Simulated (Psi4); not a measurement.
# N2H (dinitrogen monohydride): UMP2/def2-TZVPPD

Aim: the energy change on altering one bond length of N2H (dinitrogen monohydride) at UMP2/def2-TZVPPD, from 2 runs. 

The results are computed with Psi4 1.11.

17 further runs of the same task are left out: 16 that didn't finish, 1 set aside as unsound or not needed.

**1. The molecule**

N2H has 3 atoms, charge 0, and is taken as a doublet. As SMILES, `[N]=N`. Geometry: relaxed at PBE0-D4/def2-TZVP.

Bond lengths: N1–N2 1.165 Å, N2–H3 1.057 Å. Angles: N1–N2–H3 117.5°.

**2. A single-point energy at UMP2/def2-TZVPPD**

input.dat

```
memory 1600 MB

molecule system {
  0 2
  N      0.710530    -0.606720     0.326180
  N     -0.268660    -0.217710    -0.170100
  H     -0.441870     0.824430    -0.156080
  symmetry c1
}

set {
  basis           def2-TZVPPD
  reference       uhf
  puream          true
  e_convergence   1e-09
  d_convergence   1e-08
  scf_type        pk
  num_frozen_docc 2
  mp2_type        conv
  maxiter         100
}

E, wfn = energy('mp2', return_wfn=True)
```

The run is started by

```bash
$ psi4 input.dat output.dat -n 1
```

output.dat:

```text
[...]
  Running in c1 symmetry.
[...]
  Nuclear repulsion =   27.719687010035415
[...]
  Multiplicity = 2
[...]
  Nalpha       = 8
  Nbeta        = 7
[...]
    Number of basis functions: 91
[...]
   @UHF iter   1:  -109.43451799022692   -7.49966e-01   2.39763e-03 DIIS/ADIIS
[...]
   @UHF iter  19:  -109.47327325699717   -4.78906e-12   6.41933e-09 DIIS
[...]
   @S^2 Observed:                8.488312822E-01
[...]
    Orbital Energies [Eh]
    ---------------------
    Alpha Occupied:
       1A    -15.660849     2A    -15.642700     3A     -1.426614
       4A     -0.912904     5A     -0.715610     6A     -0.637884
       7A     -0.573138     8A     -0.389584
    Alpha Virtual:
       9A      0.097228    10A      0.120360    11A      0.149701
      12A      0.181612    13A      0.215140    14A      0.230107
      15A      0.293755    16A      0.354235    17A      0.376270
      18A      0.385527    19A      0.407870    20A      0.411504
      21A      0.429930    22A      0.502811    23A      0.504946
      24A      0.539838    25A      0.553768    26A      0.599535
[...]
  @UHF Final Energy:  -109.47327325699717
   => Energetics <=
    Nuclear Repulsion Energy =             27.7196870100354147
    One-Electron Energy =                -203.1792721561045028
    Two-Electron Energy =                  65.9863118890719136
    Total Energy =                       -109.4732732569971745
  UHF NO Occupations:
  HONO-2 :    6  A 1.9937491
  HONO-1 :    7  A 1.9598177
[...]
 Multipole Moments:
 ------------------------------------------------------------------------------------
     Multipole            Electronic (a.u.)      Nuclear  (a.u.)        Total (a.u.)
 ------------------------------------------------------------------------------------
 L = 1.  Multiply by 2.5417464519 to convert [e a0] to [Debye]
 Dipole X            :          0.3980626           -0.6278990           -0.2298364
 Dipole Y            :         -0.4083422            1.1239941            0.7156518
 Dipole Z            :          0.0000000            0.0000000            0.0000000
 Magnitude           :                                                    0.7516531
[...]
	SCS-MP2 Total Energy (a.u.)        :  -109.82567803774164
	SOS-MP2 Total Energy (a.u.)        :  -109.79532543122230
	SCSN-MP2 Total Energy (a.u.)       :  -109.63353501941936
[...]
	SOS-PI-MP2 Total Energy (a.u.)     :  -109.84900079359315
[...]
	MP2 Total Energy (a.u.)            :  -109.83270788840950
[...]
```

Run time: 8.4 s. Hardware: 1 thread of Intel Xeon Platinum 8259CL at 2.50GHz (Skylake/Cascade Lake), shared host; peak memory 0.47 GiB.

**3. The distorted shape, same level**

hn2_ase.py

```python
import numpy as np
from ase.calculators.psi4 import Psi4
from ase import Atoms

a = Atoms(['N', 'N', 'H'], positions=[
    [1.885596, -1.073547, 0.921735],
    [-0.268660, -0.217710, -0.170100],
    [-0.441870, 0.824430, -0.156080],
])
calc = Psi4(atoms=a, method='mp2', basis='def2-TZVPPD', memory='1600MB', num_threads=1, charge=0, multiplicity=2, label='hn2', reference='uhf')
calc.psi4.set_options({'puream': True, 'e_convergence': 1e-09, 'd_convergence': 1e-06, 'scf_type': 'pk', 'num_frozen_docc': 2, 'mp2_type': 'conv', 'maxiter': 200, 'damping_percentage': 30, 'guess': 'sap'})
a.calc = calc

print(f'energy: {a.get_potential_energy():.6f} eV')
```

The run is started by

```bash
$ python hn2_ase.py
```

hn2.dat:

```text
[...]
  Running in c1 symmetry.
[...]
  Nuclear repulsion =   14.786657050833897
[...]
  Multiplicity = 2
[...]
  Nalpha       = 8
  Nbeta        = 7
[...]
    Number of basis functions: 91
[...]
   @UHF iter   1:  -107.21255857629474   -1.07213e+02   1.63699e-02 DIIS/ADIIS
[...]
   @UHF iter  47:  -109.38199096607818    6.66063e-10   6.41513e-09 DIIS/DAMP=30%
[...]
   @S^2 Observed:                2.745784550E+00
[...]
    Orbital Energies [Eh]
    ---------------------
    Alpha Occupied:
       1A    -15.658570     2A    -15.579656     3A     -1.151905
       4A     -0.916250     5A     -0.570596     6A     -0.559387
       7A     -0.559259     8A     -0.495025
    Alpha Virtual:
       9A      0.098002    10A      0.098645    11A      0.109111
      12A      0.160194    13A      0.215225    14A      0.263243
      15A      0.264555    16A      0.307114    17A      0.384075
      18A      0.385015    19A      0.398879    20A      0.403804
      21A      0.416745    22A      0.421894    23A      0.423094
      24A      0.455061    25A      0.465322    26A      0.566343
[...]
  @UHF Final Energy:  -109.38199096607818
   => Energetics <=
    Nuclear Repulsion Energy =             14.7866570508338970
    One-Electron Energy =                -178.0758021411401160
    Two-Electron Energy =                  53.9071541242280432
    Total Energy =                       -109.3819909660781775
  UHF NO Occupations:
  HONO-2 :    6  A 1.1625484
  HONO-1 :    7  A 1.0443844
[...]
 Multipole Moments:
 ------------------------------------------------------------------------------------
     Multipole            Electronic (a.u.)      Nuclear  (a.u.)        Total (a.u.)
 ------------------------------------------------------------------------------------
 L = 1.  Multiply by 2.5417464519 to convert [e a0] to [Debye]
 Dipole X            :          1.0008519           -1.1316903           -0.1308383
 Dipole Y            :         -0.7172451            1.3305609            0.6133158
 Dipole Z            :          0.4738264           -0.4814244           -0.0075980
 Magnitude           :                                                    0.6271624
[...]
	SCS-MP2 Total Energy (a.u.)        :  -109.61029850727292
	SOS-MP2 Total Energy (a.u.)        :  -109.58938557370472
	SCSN-MP2 Total Energy (a.u.)       :  -109.49241125531827
[...]
	SOS-PI-MP2 Total Energy (a.u.)     :  -109.62395134164247
[...]
	MP2 Total Energy (a.u.)            :  -109.61755860647156
[...]
```

The script printed:

```text
energy: -2982.845702 eV
```

It took 12 s on 1 thread of Intel Xeon Platinum 8259CL at 2.50GHz (Skylake/Cascade Lake), shared host; peak memory 0.47 GiB.

**4. Results**

At UMP2/def2-TZVPPD, 2 core orbitals frozen:

```
                                                                   quantity          value
                                                  first shape: total energy  -109.83271 Eh
    first shape: HOMO energy (Hartree–Fock orbitals) (highest over α and β)      -10.60 eV
     first shape: LUMO energy (Hartree–Fock orbitals) (lowest over α and β)        2.57 eV
                   first shape: correlation energy (2 core orbitals frozen)     -359.4 mEh
                             first shape: ⟨S²⟩ of the reference determinant          0.849
                                              distorted shape: total energy  -109.61756 Eh
distorted shape: HOMO energy (Hartree–Fock orbitals) (highest over α and β)      -13.47 eV
 distorted shape: LUMO energy (Hartree–Fock orbitals) (lowest over α and β)        2.61 eV
               distorted shape: correlation energy (2 core orbitals frozen)     -235.6 mEh
                         distorted shape: ⟨S²⟩ of the reference determinant          2.746
          energy change with the N1–N2 bond stretched from 1.165 to 2.562 Å       5.855 eV
```

**Reading.** With the N1–N2 bond stretched from 1.165 to 2.562 Å the energy rises by 5.85 eV (135 kcal/mol). The first shape isn't relaxed at this level, so the change isn't measured from a minimum. ⟨S²⟩ (distorted shape) is 2.75 where a pure doublet has 0.75: the reference is spin-contaminated.
